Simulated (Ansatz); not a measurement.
# Al2H (doublet): wB97M-V, B2PLYP over a scan of the distance Al1–H3, 6-31G, part 2 of 2

Ansatz 0.2.0, Gaussian basis; 6-31G, all electrons in the functionals, frozen cores in the correlation of double hybrids and RPA. The steps go on from the part before.

## 12. wB97M-V, 5.455 Å

in.yaml reads:

```yaml
crystal:
  periodic: [false, false, false]
  atoms:
    - {symbol: Al, position_ang: [0.000000, 0.000000, -0.926021]}
    - {symbol: Al, position_ang: [0.000000, 0.000000, -3.602959]}
    - {symbol: H, position_ang: [0.000000, 0.000000, 4.528979]}
basis:
  gaussian: {orbitals: 6-31G}
magnetization: {spin_polarized: true, initial_magnetization: 1}
hamiltonian: {xc: {name: wB97M-V}}
output: {orbitals: {seedname: orbitals}}
```

Command:

```console
> ansatz run in.yaml --threads 1 --pin off --events-out ev --progress --plain --max-ram 2393MiB
```

The program printed (excerpt; [...] marks lines left out):

```text
Functional definition: wB97M-V
  name "wB97M-V"
  cite "Mardirossian & Head-Gordon, J. Chem. Phys. 144, 214110 (2016) doi:10.1063/1.4952647"
  cite "Becke, J. Chem. Phys. 107, 8554 (1997) doi:10.1063/1.475007"
  cite "Vydrov & Van Voorhis, J. Chem. Phys. 133, 244103 (2010) doi:10.1063/1.3521275"
  # Of w^i u^j: cxij and so on, Table III.
[...]
  gx(w, u) = 1 - cx + cx01*u + cx10*w
  gss(w, u) = css00 + css04*u^4 + css10*w + css20*w^2 + css43*w^4*u^3
  gos(w, u) = cos00 + cos10*w + (cos20 + cos21*u)*w^2 + (cos60 + cos61*u)*w^6
[...]
      + integral(e_c_pw_mod_opposite_spin*gos(b97_w_opposite, b97_u_opposite)) + vv10(b, c)
308 factors; integrals over basis functions are off by at most 2.3e-4 eV
151 factors; integrals over basis functions are off by at most 3.4e-5 eV
[...]
mean field -13202.78232099 eV, -485.1933011290 hartree, gradient 6.9e-6 eV, S^2 1.755289; 7 other end points of the search recorded, 0 dependent functions left out
reference -13202.78236131 eV, -485.1933026108 hartree; 14, 13 occupied and 14, 15 virtual orbitals, 308 factors
Total energy: -13202.78236131 eV, -485.1933026108 hartree
```

It took 51 s on 1 thread of Arm Neoverse V1, shared host.

From the report: ⟨S²⟩ of the determinant 1.755 (pure doublet: 0.75). The determinant is far from a pure spin state, so its energy mixes those of several spin states (harmless only where they are near-degenerate, as at dissociation).

From 1.619 Å: +62.9 kcal/mol.

## 13. B2PLYP, 1.311 Å

in.yaml reads:

```yaml
crystal:
  periodic: [false, false, false]
  atoms:
    - {symbol: Al, position_ang: [0.000000, 0.000000, 0.455313]}
    - {symbol: Al, position_ang: [0.000000, 0.000000, -2.221625]}
    - {symbol: H, position_ang: [0.000000, 0.000000, 1.766313]}
basis:
  gaussian: {orbitals: 6-31G}
magnetization: {spin_polarized: true, initial_magnetization: 1}
hamiltonian: {xc: {name: B2PLYP}}
correlation: {electrons: outside_noble_gas}
```

Same command.

The program printed (excerpt; [...] marks lines left out):

```text
Functional definition: B2PLYP
  name "B2PLYP"
  cite "Grimme, J. Chem. Phys. 124, 034108 (2006) doi:10.1063/1.2148954"
  cite "Becke, Phys. Rev. A 38, 3098 (1988) doi:10.1103/PhysRevA.38.3098"
  cite "Lee, Yang & Parr, Phys. Rev. B 37, 785 (1988) doi:10.1103/PhysRevB.37.785"
[...]
308 factors; integrals over basis functions are off by at most 1.5e-4 eV
[...]
mean field -13197.98280332 eV, -485.0169221081 hartree, gradient 6.3e-6 eV, S^2 0.753731; 4 other end points of the search recorded, 0 dependent functions left out
10 core orbitals not correlated: weight in the atoms' cores, before any rotation towards them, 1.000 or more for the frozen orbitals, at most 0.000 for the correlated occupied ones
reference -13197.98293047 eV, -485.0169267806 hartree; 4, 3 occupied and 14, 15 virtual orbitals, 308 factors
second order -1.91686387 eV of doubles, -0.00000000 eV of singles
Total energy: -13198.50048372 eV, -485.0359465116 hartree
```

Run time: 2.2 s. Hardware: 1 thread of Arm Neoverse V1, shared host.

From the report: ⟨S²⟩ of the determinant 0.754 (pure doublet: 0.75).

## 14. B2PLYP, 1.478 Å

in.yaml reads:

```yaml
crystal:
  periodic: [false, false, false]
  atoms:
    - {symbol: Al, position_ang: [0.000000, 0.000000, 0.399646]}
    - {symbol: Al, position_ang: [0.000000, 0.000000, -2.277292]}
    - {symbol: H, position_ang: [0.000000, 0.000000, 1.877646]}
basis:
  gaussian: {orbitals: 6-31G}
magnetization: {spin_polarized: true, initial_magnetization: 1}
hamiltonian: {xc: {name: B2PLYP}}
correlation: {electrons: outside_noble_gas}
```

Launched as before.

The program printed (excerpt; [...] marks lines left out):

```text
Functional definition: B2PLYP
  name "B2PLYP"
  cite "Grimme, J. Chem. Phys. 124, 034108 (2006) doi:10.1063/1.2148954"
  cite "Becke, Phys. Rev. A 38, 3098 (1988) doi:10.1103/PhysRevA.38.3098"
  cite "Lee, Yang & Parr, Phys. Rev. B 37, 785 (1988) doi:10.1103/PhysRevB.37.785"
[...]
308 factors; integrals over basis functions are off by at most 1.3e-4 eV
[...]
mean field -13198.73416793 eV, -485.0445342481 hartree, gradient 1.9e-6 eV, S^2 0.753389; 4 other end points of the search recorded, 0 dependent functions left out
10 core orbitals not correlated: weight in the atoms' cores, before any rotation towards them, 1.000 or more for the frozen orbitals, at most 0.000 for the correlated occupied ones
reference -13198.73429746 eV, -485.0445390081 hartree; 4, 3 occupied and 14, 15 virtual orbitals, 308 factors
second order -1.96801548 eV of doubles, -0.00000000 eV of singles
Total energy: -13199.26566164 eV, -485.0640662815 hartree
```

Run time: 1.7 s. Hardware: 1 thread of Arm Neoverse V1, shared host.

From the report: ⟨S²⟩ of the determinant 0.753 (pure doublet: 0.75).

## 15. B2PLYP, 1.619 Å

in.yaml reads:

```yaml
crystal:
  periodic: [false, false, false]
  atoms:
    - {symbol: Al, position_ang: [0.000000, 0.000000, 0.352569]}
    - {symbol: Al, position_ang: [0.000000, 0.000000, -2.324369]}
    - {symbol: H, position_ang: [0.000000, 0.000000, 1.971799]}
basis:
  gaussian: {orbitals: 6-31G}
magnetization: {spin_polarized: true, initial_magnetization: 1}
hamiltonian: {xc: {name: B2PLYP}}
correlation: {electrons: outside_noble_gas}
```

Same command.

The program printed (excerpt; [...] marks lines left out):

```text
Functional definition: B2PLYP
  name "B2PLYP"
  cite "Grimme, J. Chem. Phys. 124, 034108 (2006) doi:10.1063/1.2148954"
  cite "Becke, Phys. Rev. A 38, 3098 (1988) doi:10.1103/PhysRevA.38.3098"
  cite "Lee, Yang & Parr, Phys. Rev. B 37, 785 (1988) doi:10.1103/PhysRevB.37.785"
[...]
308 factors; integrals over basis functions are off by at most 1.4e-4 eV
[...]
mean field -13198.89721678 eV, -485.0505261827 hartree, gradient 2.9e-6 eV, S^2 0.753092; 2 other end points of the search recorded, 0 dependent functions left out
10 core orbitals not correlated: weight in the atoms' cores, before any rotation towards them, 1.000 or more for the frozen orbitals, at most 0.000 for the correlated occupied ones
reference -13198.89734722 eV, -485.0505309764 hartree; 4, 3 occupied and 14, 15 virtual orbitals, 308 factors
second order -2.02419477 eV of doubles, -0.00000000 eV of singles
Total energy: -13199.44387981 eV, -485.0706156785 hartree
```

It took 1.6 s on 1 thread of Arm Neoverse V1, shared host.

From the report: ⟨S²⟩ of the determinant 0.753 (pure doublet: 0.75).

## 16. B2PLYP, 1.737 Å

in.yaml reads:

```yaml
crystal:
  periodic: [false, false, false]
  atoms:
    - {symbol: Al, position_ang: [0.000000, 0.000000, 0.313313]}
    - {symbol: Al, position_ang: [0.000000, 0.000000, -2.363625]}
    - {symbol: H, position_ang: [0.000000, 0.000000, 2.050313]}
basis:
  gaussian: {orbitals: 6-31G}
magnetization: {spin_polarized: true, initial_magnetization: 1}
hamiltonian: {xc: {name: B2PLYP}}
correlation: {electrons: outside_noble_gas}
```

Launched as before.

The program printed (excerpt; [...] marks lines left out):

```text
Functional definition: B2PLYP
  name "B2PLYP"
  cite "Grimme, J. Chem. Phys. 124, 034108 (2006) doi:10.1063/1.2148954"
  cite "Becke, Phys. Rev. A 38, 3098 (1988) doi:10.1103/PhysRevA.38.3098"
  cite "Lee, Yang & Parr, Phys. Rev. B 37, 785 (1988) doi:10.1103/PhysRevB.37.785"
[...]
308 factors; integrals over basis functions are off by at most 1.4e-4 eV
[...]
mean field -13198.84251891 eV, -485.0485160733 hartree, gradient 4.3e-6 eV, S^2 0.752844; 2 other end points of the search recorded, 0 dependent functions left out
10 core orbitals not correlated: weight in the atoms' cores, before any rotation towards them, 1.000 or more for the frozen orbitals, at most 0.000 for the correlated occupied ones
reference -13198.84265031 eV, -485.0485209018 hartree; 4, 3 occupied and 14, 15 virtual orbitals, 308 factors
second order -2.07840179 eV of doubles, -0.00000000 eV of singles
Total energy: -13199.40381879 eV, -485.0691434633 hartree
```

Wall time 1.5 s (1 thread of Arm Neoverse V1, shared host).

From the report: ⟨S²⟩ of the determinant 0.753 (pure doublet: 0.75).

From 1.619 Å: +0.9 kcal/mol.

## 17. B2PLYP, 1.995 Å

in.yaml reads:

```yaml
crystal:
  periodic: [false, false, false]
  atoms:
    - {symbol: Al, position_ang: [0.000000, 0.000000, 0.227313]}
    - {symbol: Al, position_ang: [0.000000, 0.000000, -2.449625]}
    - {symbol: H, position_ang: [0.000000, 0.000000, 2.222313]}
basis:
  gaussian: {orbitals: 6-31G}
magnetization: {spin_polarized: true, initial_magnetization: 1}
hamiltonian: {xc: {name: B2PLYP}}
correlation: {electrons: outside_noble_gas}
```

Same command.

The program printed (excerpt; [...] marks lines left out):

```text
Functional definition: B2PLYP
  name "B2PLYP"
  cite "Grimme, J. Chem. Phys. 124, 034108 (2006) doi:10.1063/1.2148954"
  cite "Becke, Phys. Rev. A 38, 3098 (1988) doi:10.1103/PhysRevA.38.3098"
  cite "Lee, Yang & Parr, Phys. Rev. B 37, 785 (1988) doi:10.1103/PhysRevB.37.785"
[...]
308 factors; integrals over basis functions are off by at most 1.2e-4 eV
[...]
mean field -13198.41773142 eV, -485.0329054208 hartree, gradient 3.7e-6 eV, S^2 0.752396; 4 other end points of the search recorded, 0 dependent functions left out
10 core orbitals not correlated: weight in the atoms' cores, before any rotation towards them, 1.000 or more for the frozen orbitals, at most 0.000 for the correlated occupied ones
reference -13198.41786442 eV, -485.0329103086 hartree; 4, 3 occupied and 14, 15 virtual orbitals, 308 factors
second order -2.21452229 eV of doubles, -0.00000000 eV of singles
Total energy: -13199.01578544 eV, -485.0548835007 hartree
```

Wall time 1.6 s (1 thread of Arm Neoverse V1, shared host).

From the report: ⟨S²⟩ of the determinant 0.752 (pure doublet: 0.75).

From 1.619 Å: +9.9 kcal/mol.

## 18. B2PLYP, 2.271 Å

in.yaml reads:

```yaml
crystal:
  periodic: [false, false, false]
  atoms:
    - {symbol: Al, position_ang: [0.000000, 0.000000, 0.135313]}
    - {symbol: Al, position_ang: [0.000000, 0.000000, -2.541625]}
    - {symbol: H, position_ang: [0.000000, 0.000000, 2.406313]}
basis:
  gaussian: {orbitals: 6-31G}
magnetization: {spin_polarized: true, initial_magnetization: 1}
hamiltonian: {xc: {name: B2PLYP}}
correlation: {electrons: outside_noble_gas}
```

Same command.

The program printed (excerpt; [...] marks lines left out):

```text
Functional definition: B2PLYP
  name "B2PLYP"
  cite "Grimme, J. Chem. Phys. 124, 034108 (2006) doi:10.1063/1.2148954"
  cite "Becke, Phys. Rev. A 38, 3098 (1988) doi:10.1103/PhysRevA.38.3098"
  cite "Lee, Yang & Parr, Phys. Rev. B 37, 785 (1988) doi:10.1103/PhysRevB.37.785"
[...]
308 factors; integrals over basis functions are off by at most 1.2e-4 eV
[...]
mean field -13197.79775352 eV, -485.0101216533 hartree, gradient 7.4e-6 eV, S^2 0.758855; 6 other end points of the search recorded, 0 dependent functions left out
10 core orbitals not correlated: weight in the atoms' cores, before any rotation towards them, 1.000 or more for the frozen orbitals, at most 0.000 for the correlated occupied ones
reference -13197.79788631 eV, -485.0101265333 hartree; 4, 3 occupied and 14, 15 virtual orbitals, 308 factors
second order -2.37456564 eV of doubles, -0.00000000 eV of singles
Total energy: -13198.43901904 eV, -485.0336877263 hartree
```

It took 1.9 s on 1 thread of Arm Neoverse V1, shared host.

From the report: ⟨S²⟩ of the determinant 0.759 (pure doublet: 0.75).

From 1.619 Å: +23.2 kcal/mol.

## 19. B2PLYP, 2.548 Å

in.yaml reads:

```yaml
crystal:
  periodic: [false, false, false]
  atoms:
    - {symbol: Al, position_ang: [0.000000, 0.000000, 0.042979]}
    - {symbol: Al, position_ang: [0.000000, 0.000000, -2.633959]}
    - {symbol: H, position_ang: [0.000000, 0.000000, 2.590979]}
basis:
  gaussian: {orbitals: 6-31G}
magnetization: {spin_polarized: true, initial_magnetization: 1}
hamiltonian: {xc: {name: B2PLYP}}
correlation: {electrons: outside_noble_gas}
```

Launched as before.

The program printed (excerpt; [...] marks lines left out):

```text
Functional definition: B2PLYP
  name "B2PLYP"
  cite "Grimme, J. Chem. Phys. 124, 034108 (2006) doi:10.1063/1.2148954"
  cite "Becke, Phys. Rev. A 38, 3098 (1988) doi:10.1103/PhysRevA.38.3098"
  cite "Lee, Yang & Parr, Phys. Rev. B 37, 785 (1988) doi:10.1103/PhysRevB.37.785"
[...]
308 factors; integrals over basis functions are off by at most 1.2e-4 eV
[...]
mean field -13197.25061103 eV, -484.9900145376 hartree, gradient 2.6e-6 eV, S^2 1.100317; 6 other end points of the search recorded, 0 dependent functions left out
10 core orbitals not correlated: weight in the atoms' cores, before any rotation towards them, 1.000 or more for the frozen orbitals, at most 0.000 for the correlated occupied ones
reference -13197.25074582 eV, -484.9900194909 hartree; 4, 3 occupied and 14, 15 virtual orbitals, 308 factors
second order -2.14433293 eV of doubles, -0.00000000 eV of singles
Total energy: -13197.82971571 eV, -485.0112962419 hartree
```

Run time: 2.6 s. Hardware: 1 thread of Arm Neoverse V1, shared host.

From the report: ⟨S²⟩ of the determinant 1.100 (pure doublet: 0.75).

From 1.619 Å: +37.2 kcal/mol.

## 20. B2PLYP, 2.950 Å

in.yaml reads:

```yaml
crystal:
  periodic: [false, false, false]
  atoms:
    - {symbol: Al, position_ang: [0.000000, 0.000000, -0.091021]}
    - {symbol: Al, position_ang: [0.000000, 0.000000, -2.767959]}
    - {symbol: H, position_ang: [0.000000, 0.000000, 2.858979]}
basis:
  gaussian: {orbitals: 6-31G}
magnetization: {spin_polarized: true, initial_magnetization: 1}
hamiltonian: {xc: {name: B2PLYP}}
correlation: {electrons: outside_noble_gas}
```

The command is unchanged.

The program printed (excerpt; [...] marks lines left out):

```text
Functional definition: B2PLYP
  name "B2PLYP"
  cite "Grimme, J. Chem. Phys. 124, 034108 (2006) doi:10.1063/1.2148954"
  cite "Becke, Phys. Rev. A 38, 3098 (1988) doi:10.1103/PhysRevA.38.3098"
  cite "Lee, Yang & Parr, Phys. Rev. B 37, 785 (1988) doi:10.1103/PhysRevB.37.785"
[...]
308 factors; integrals over basis functions are off by at most 1.5e-4 eV
[...]
mean field -13196.82926858 eV, -484.9745304883 hartree, gradient 7.1e-6 eV, S^2 1.485479; 14 other end points of the search recorded, 0 dependent functions left out
10 core orbitals not correlated: weight in the atoms' cores, before any rotation towards them, 1.000 or more for the frozen orbitals, at most 0.000 for the correlated occupied ones
reference -13196.82940085 eV, -484.9745353491 hartree; 4, 3 occupied and 14, 15 virtual orbitals, 308 factors
second order -1.87208788 eV of doubles, -0.00000000 eV of singles
Total energy: -13197.33486458 eV, -484.9931107984 hartree
```

It took 7 s on 1 thread of Arm Neoverse V1, shared host.

From the report: ⟨S²⟩ of the determinant 1.485 (pure doublet: 0.75). The determinant is far from a pure spin state, so its energy mixes those of several spin states (harmless only where they are near-degenerate, as at dissociation).

From 1.619 Å: +48.6 kcal/mol.

## 21. B2PLYP, 3.588 Å

in.yaml reads:

```yaml
crystal:
  periodic: [false, false, false]
  atoms:
    - {symbol: Al, position_ang: [0.000000, 0.000000, -0.303687]}
    - {symbol: Al, position_ang: [0.000000, 0.000000, -2.980625]}
    - {symbol: H, position_ang: [0.000000, 0.000000, 3.284313]}
basis:
  gaussian: {orbitals: 6-31G}
magnetization: {spin_polarized: true, initial_magnetization: 1}
hamiltonian: {xc: {name: B2PLYP}}
correlation: {electrons: outside_noble_gas}
```

The command is unchanged.

The program printed (excerpt; [...] marks lines left out):

```text
Functional definition: B2PLYP
  name "B2PLYP"
  cite "Grimme, J. Chem. Phys. 124, 034108 (2006) doi:10.1063/1.2148954"
  cite "Becke, Phys. Rev. A 38, 3098 (1988) doi:10.1103/PhysRevA.38.3098"
  cite "Lee, Yang & Parr, Phys. Rev. B 37, 785 (1988) doi:10.1103/PhysRevB.37.785"
[...]
308 factors; integrals over basis functions are off by at most 2.7e-4 eV
[...]
mean field -13196.59250875 eV, -484.9658297247 hartree, gradient 4.0e-6 eV, S^2 1.697907; 19 other end points of the search recorded, 0 dependent functions left out
10 core orbitals not correlated: weight in the atoms' cores, before any rotation towards them, 1.000 or more for the frozen orbitals, at most 0.000 for the correlated occupied ones
reference -13196.59264870 eV, -484.9658348680 hartree; 4, 3 occupied and 14, 15 virtual orbitals, 308 factors
second order -1.74570676 eV of doubles, -0.00000000 eV of singles
Total energy: -13197.06398953 eV, -484.9831563238 hartree
```

Run time: 9.5 s. Hardware: 1 thread of Arm Neoverse V1, shared host.

From the report: ⟨S²⟩ of the determinant 1.698 (pure doublet: 0.75). The determinant is far from a pure spin state, so its energy mixes those of several spin states (harmless only where they are near-degenerate, as at dissociation).

From 1.619 Å: +54.9 kcal/mol.

## 22. B2PLYP, 4.328 Å

in.yaml reads:

```yaml
crystal:
  periodic: [false, false, false]
  atoms:
    - {symbol: Al, position_ang: [0.000000, 0.000000, -0.550354]}
    - {symbol: Al, position_ang: [0.000000, 0.000000, -3.227292]}
    - {symbol: H, position_ang: [0.000000, 0.000000, 3.777646]}
basis:
  gaussian: {orbitals: 6-31G}
magnetization: {spin_polarized: true, initial_magnetization: 1}
hamiltonian: {xc: {name: B2PLYP}}
correlation: {electrons: outside_noble_gas}
```

Launched as before.

The program printed (excerpt; [...] marks lines left out):

```text
Functional definition: B2PLYP
  name "B2PLYP"
  cite "Grimme, J. Chem. Phys. 124, 034108 (2006) doi:10.1063/1.2148954"
  cite "Becke, Phys. Rev. A 38, 3098 (1988) doi:10.1103/PhysRevA.38.3098"
  cite "Lee, Yang & Parr, Phys. Rev. B 37, 785 (1988) doi:10.1103/PhysRevB.37.785"
[...]
309 factors; integrals over basis functions are off by at most 1.2e-4 eV
[...]
mean field -13196.52788478 eV, -484.9634548377 hartree, gradient 1.7e-6 eV, S^2 1.750945; 23 other end points of the search recorded, 0 dependent functions left out
10 core orbitals not correlated: weight in the atoms' cores, before any rotation towards them, 1.000 or more for the frozen orbitals, at most 0.000 for the correlated occupied ones
reference -13196.52802966 eV, -484.9634601620 hartree; 4, 3 occupied and 14, 15 virtual orbitals, 309 factors
second order -1.71411568 eV of doubles, -0.00000000 eV of singles
Total energy: -13196.99084089 eV, -484.9804681612 hartree
```

It took 17 s on 1 thread of Arm Neoverse V1, shared host.

From the report: ⟨S²⟩ of the determinant 1.751 (pure doublet: 0.75). The determinant is far from a pure spin state, so its energy mixes those of several spin states (harmless only where they are near-degenerate, as at dissociation).

From 1.619 Å: +56.6 kcal/mol.

## 23. B2PLYP, 5.455 Å

in.yaml reads:

```yaml
crystal:
  periodic: [false, false, false]
  atoms:
    - {symbol: Al, position_ang: [0.000000, 0.000000, -0.926021]}
    - {symbol: Al, position_ang: [0.000000, 0.000000, -3.602959]}
    - {symbol: H, position_ang: [0.000000, 0.000000, 4.528979]}
basis:
  gaussian: {orbitals: 6-31G}
magnetization: {spin_polarized: true, initial_magnetization: 1}
hamiltonian: {xc: {name: B2PLYP}}
correlation: {electrons: outside_noble_gas}
```

Same command.

The program printed (excerpt; [...] marks lines left out):

```text
Functional definition: B2PLYP
  name "B2PLYP"
  cite "Grimme, J. Chem. Phys. 124, 034108 (2006) doi:10.1063/1.2148954"
  cite "Becke, Phys. Rev. A 38, 3098 (1988) doi:10.1103/PhysRevA.38.3098"
  cite "Lee, Yang & Parr, Phys. Rev. B 37, 785 (1988) doi:10.1103/PhysRevB.37.785"
[...]
308 factors; integrals over basis functions are off by at most 2.3e-4 eV
[...]
mean field -13196.50923385 eV, -484.9627694286 hartree, gradient 1.0e-6 eV, S^2 1.760343; 20 other end points of the search recorded, 0 dependent functions left out
10 core orbitals not correlated: weight in the atoms' cores, before any rotation towards them, 1.000 or more for the frozen orbitals, at most 0.000 for the correlated occupied ones
reference -13196.50940162 eV, -484.9627755941 hartree; 4, 3 occupied and 14, 15 virtual orbitals, 308 factors
second order -1.70791193 eV of doubles, -0.00000000 eV of singles
Total energy: -13196.97053784 eV, -484.9797220377 hartree
```

Wall time 12 s (1 thread of Arm Neoverse V1, shared host).

From the report: ⟨S²⟩ of the determinant 1.760 (pure doublet: 0.75). The determinant is far from a pure spin state, so its energy mixes those of several spin states (harmless only where they are near-degenerate, as at dissociation).

From 1.619 Å: +57.0 kcal/mol.

## 24. The comparison

The yardstick is full CI for this spin, exact in this basis with these frozen cores. It comes from earlier runs at the same points. Energies in kcal/mol, counted from 1.619 Å; blanks weren't run or aren't comparable.

| level | 1.311 Å | 1.478 Å | 1.619 Å | 1.737 Å | 1.995 Å | 2.271 Å | 2.548 Å | 2.950 Å | 3.588 Å | 4.328 Å | 5.455 Å |
| --- | --- | --- | --- | --- | --- | --- | --- | --- | --- | --- | --- |
| FCI | 23.7 | 5.0 | 0.0 | 0.1 | 7.2 | 18.0 | 28.2 | 39.0 | 46.6 | 48.4 | 48.8 |
| wB97M-V | 21.1 | 3.8 | 0.0 | 1.1 | 10.6 | 24.6 | 38.9 | 53.8 | 61.0 | 62.5 | 62.9 |
| B2PLYP | 21.8 | 4.1 | 0.0 | 0.9 | 9.9 | 23.2 | 37.2 | 48.6 | 54.9 | 56.6 | 57.0 |

Largest miss and mean time a point (FCI took 16 s a point; shared hosts):

| level | largest miss (kcal/mol) | where | time a point |
| --- | --- | --- | --- |
| wB97M-V | +14.7 | 2.950 Å | 23 s |
| B2PLYP | +9.6 | 2.950 Å | 5.3 s |

## 25. Results

This closing draws on all 2 parts.

```
             quantity                     value
span of the FCI curve             48.8 kcal/mol
largest miss, wB97M-V  +14.7 kcal/mol (2.950 Å)
 largest miss, B2PLYP   +9.6 kcal/mol (2.950 Å)
```

Of the functionals, B2PLYP keep the smallest largest miss at the points compared (at most 9.6 kcal/mol) and wB97M-V strays most (14.7 kcal/mol, at 2.950 Å). wB97M-V, B2PLYP clearly break the spin symmetry at some points (⟨S²⟩ up to 1.01 above the pure value), so energy there is bought with a mixed spin. Functionals and the yardstick converge differently with the basis, so part of each miss in 6-31G is the basis.
